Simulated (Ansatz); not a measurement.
Two shapes of singlet C4H8.

Shape 1:

```xyz
12

C     0.0000    0.0000    0.0000
C     0.0000    0.0000    1.3350
C     0.0000    1.2287   -0.8604
C     0.0000   -1.2287    2.1954
H     0.0000   -0.9668   -0.5033
H     0.0000    0.9668    1.8383
H     0.0000    2.1161   -0.2274
H     0.8898    1.2321   -1.4899
H    -0.8898    1.2321   -1.4899
H     0.0000   -2.1161    1.5624
H     0.8898   -1.2321    2.8249
H    -0.8898   -1.2321    2.8249
```

Shape 2:

```xyz
12

C     0.0000    0.0040   -0.6683
C     0.0000   -0.0040    0.6683
C     0.0000    1.2255   -1.5272
C     0.0000   -1.2255    1.5272
H     0.0000   -0.9611   -1.1939
H     0.0000    0.9611    1.1939
H     0.0000    2.1461   -0.9244
H     0.8831    1.2515   -2.1881
H    -0.8831    1.2515   -2.1881
H     0.0000   -2.1461    0.9244
H     0.8831   -1.2515    2.1881
H    -0.8831   -1.2515    2.1881
```

Basis set: cc-pVDZ (spherical functions). Left uncorrelated: 4 orbitals. Charge 0, multiplicity 1.

Computed with Ansatz (development build ahead of 0.2.0); each method stands on the lowest determinant of its kind that the runs found.

Task: Which shape is lower in energy, and by how much in each method?

Result:

| method | E(2) − E(1) (eV) |
| --- | --- |
| RHF | -0.009 |
| RHF-MP2 | -0.041 |

Shape 2 is lower.
